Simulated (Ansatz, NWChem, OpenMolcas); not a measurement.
**A ladder of methods for SiS (SMILES [Si-]#[S+])**

SiS: 2 atoms, total charge 0, spin state singlet. As SMILES, `[Si-]#[S+]`. Geometry: the measured bond length.

| atom | x (Å) | y (Å) | z (Å) |
| --- | --- | --- | --- |
| Si | 0.0000 | 0.0000 | 0.0000 |
| S | 0.0000 | 0.0000 | 1.9293 |

Each level gives the HOMO–LUMO gap (eV). The values are calculated.

```
            level                    kind     program  value (eV)  CPU time
    SVWN5/cc-pVTZ                     LDA  OpenMolcas        3.78     6.5 s
   revPBE/cc-pVTZ                     GGA      NWChem        3.83      31 s
    M06-L/cc-pVTZ                meta-GGA  OpenMolcas        4.15      11 s
    BHLYP/cc-pVTZ           global hybrid      Ansatz        7.62     2.5 s
CAM-B3LYP/cc-pVTZ  range-separated hybrid      Ansatz        8.09     2.8 s
    wB97X/cc-pVTZ  range-separated hybrid      Ansatz       10.04     8.6 s
   B2PLYP/cc-pVTZ           double hybrid  OpenMolcas        7.83     6.5 s
 PBE-QIDH/cc-pVTZ           double hybrid      Ansatz        9.08     3.3 s
```

The values span 3.78 to 10.04 eV. Orbital gaps aren't excitation energies, and those of double hybrids come from the SCF part alone; they tend to grow with the share of exact exchange. Times are those of the runs behind each value, whatever else they computed, on shared processors of several kinds: orders of magnitude only.
